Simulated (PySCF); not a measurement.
H2Si, charge +1, multiplicity 2. Atoms are numbered in the order given.

```xyz
3

Si     0.0000     0.0000    -0.0947
H      0.0000    -1.3007     0.6626
H      0.0000     1.3007     0.6626
```
Charge +1, spin multiplicity 2.

Coordinates come from a PBE-D3(BJ)/def2-TZVPD optimisation. The isomer is the one that the SMILES or the coordinates give; other isomers of the formula were not compared.

Calculation: PySCF with CAM-B3LYP/def2-TZVPD.

Mulliken values depend strongly on the basis, most of all with diffuse functions as here. ESP charges are fitted to the potential on shells at 1.4 to 2.0 van der Waals radii. Atomic charges (e):

| atom | meta-Löwdin | ESP fit | Mulliken | Mulliken spin |
|---|---|---|---|---|
| Si1 | 0.92 | ___ | 0.77 | 0.77 |
| H2 | 0.04 | ___ | 0.11 | 0.12 |
| H3 | 0.04 | ___ | 0.11 | 0.12 |

Question: Fill in the missing entries. (An estimate is asked for; the answer gives what the named calculation found.)

Answer: 
- Si1, ESP fit: 0.90
- H2, ESP fit: 0.05
- H3, ESP fit: 0.05
